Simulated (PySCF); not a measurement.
Stepwise substitution at one centre (B H-Cl). Gas-phase values, no solvent. Strings in code marks are SMILES.

The T1 excitation (TDA) from two functionals at the same geometries (CAM-B3LYP-D3(BJ)/def2-TZVP), both in PySCF: PBE-D3(BJ)/def2-TZVP and CAM-B3LYP-D3(BJ)/def2-TZVP. Excitations are Tamm–Dancoff values on a coarser integration grid. The basis has no diffuse functions, so Rydberg states are missing or too high.

```tsv
species	PBE-D3(BJ)/def2-TZVP (eV)
1 of 3 H replaced by Cl (`ClB`)	4.16
2 of 3 H replaced by Cl (`ClBCl`)	4.90
3 of 3 H replaced by Cl (`ClB(Cl)Cl`)	4.93
```

**Question.** What does CAM-B3LYP-D3(BJ)/def2-TZVP give for each?

**Answer.** 
- 1 of 3 H replaced by Cl (`ClB`): 4.65
- 2 of 3 H replaced by Cl (`ClBCl`): 5.48
- 3 of 3 H replaced by Cl (`ClB(Cl)Cl`): 5.74
Over these rows, drawn at random from the members with no instability flagged (it was tested for open shells, ions and some series alone), PBE minus CAM-B3LYP-D3(BJ): mean -0.63 eV, from -0.81 eV to -0.49 eV.
